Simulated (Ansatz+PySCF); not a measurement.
A calculation with Ansatz (development build ahead of 0.2.0).

```yaml
crystal:
  periodic: [false, false, false]
  atoms:
    - { symbol: Si, position_ang: [0.0, 0.0, 0.0] }
    - { symbol: P, position_ang: [0.84463, 1.12617, 2.43823] }
basis:
  gaussian: { orbitals: STO-3G }
magnetization:
  initial_magnetization: 1
hamiltonian:
  xc: hf
correlation:
  method: fci
  frozen_orbitals: { P: 5, Si: 5 }
```

The input is written out in the form of the current development build from the run's settings.

The run gave:

```yaml
Converged: yes
Total_energy: -622.38912 hartree
State: lowest doublet root, of any spatial symmetry
```
